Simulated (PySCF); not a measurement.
1-piperideine, C₅H₉N.
SMILES with atom numbers: `[CH:1]1=[N:2][CH2:3][CH2:4][CH2:5][CH2:6]1`

Definitions: NICS(0) = −σiso at the ring centroid; NICS(1) = −σiso and NICS(1)zz = −σzz at ±1 Å along the ring normal z. Level: GIAO PBE0/pcSseg-1 (PySCF, non-relativistic, gas phase) on the GFN2-xTB geometry, one conformer.

Ring bond lengths (Å), with Mayer bond orders in brackets: C1–N2 1.255 (1.99), N2–C3 1.438 (0.99), C3–C4 1.530 (1.02), C4–C5 1.526 (1.02), C5–C6 1.527 (1.03), C6–C1 1.503 (0.99).

**Question.** Give the NICS values of each ring in ppm.

**Answer.** 
```
             ring                                                     type  NICS(0)  NICS(1), two faces  NICS(1)zz, two faces  rms pucker (Å)  centre to ring atoms, mean (Å)
C1–N2–C3–C4–C5–C6  6-membered ring with N; formal bonds 1 double, 5 single      1.1         -1.8 / -1.6             2.3 / 2.3            0.20                            1.43
```

**Question.** What can be read from them?

**Answer.** 
- C1–N2–C3–C4–C5–C6: mean NICS(1)zz 2.3 ppm, near zero. C3, C4, C5, C6 have four or more neighbours, and the NICS criterion for π rings isn't applied. A hydrogen on C4, outside the ring, lies only 1.41 Å from a NICS(1) probe, which then mostly feels that atom.

**Question.** At the second NICS(1) probe listed for ring C1–N2–C3–C4–C5–C6, 1 Å off the ring, what do the in-plane components average?

**Answer.** The isotropic value is a third of the trace: (3 × -1.6 − (2.3))/2 = -3.6 ppm.

**Question.** List the ring angles and the Hirshfeld charges of the ring atoms.

**Answer.** 
- C1–N2–C3–C4–C5–C6: C1 127.5° (+0.039 e), N2 120.8° (-0.166 e), C3 114.9° (-0.030 e), C4 109.1° (-0.075 e), C5 108.8° (-0.069 e), C6 110.5° (-0.073 e); sum 691.7° against 720° for a flat convex ring.

**Question.** How shielded are the nuclei of the rings and their hydrogens (means over atoms taken as equivalent)?

**Answer.** 
| atoms | environment | σ isotropic (ppm) | principal values of the symmetric part, first atom (ppm) |
| --- | --- | --- | --- |
| C1 | imine carbon | 21.5 | -89.8, 27.1, 127.4 |
| N2 | imine nitrogen | -111.8 | -474.5, -141.3, 280.3 |
| C3 | sp3 carbon bound to nitrogen | 133.9 | 118.6, 131.3, 151.7 |
| C4 | ring CH2 carbon | 160.8 | 153.0, 161.3, 168.1 |
| C5 | ring CH2 carbon | 164.2 | 156.5, 166.2, 170.0 |
| C6 | ring CH2 carbon | 154.7 | 135.4, 162.9, 165.8 |
| H on C1 | hydrogen on a C=N carbon | 23.78 | 21.1, 23.3, 27.0 |
| H on C3 (×2) | methylene hydrogen | 27.74 | 23.6, 26.2, 32.7 |
| H on C4 (×2) | methylene hydrogen | 30.19 | 26.2, 28.0, 36.3 |
| H on C5 (×2) | methylene hydrogen | 30.10 | 26.3, 28.6, 35.8 |
| H on C6 (×2) | methylene hydrogen | 29.69 | 25.8, 27.9, 35.3 |
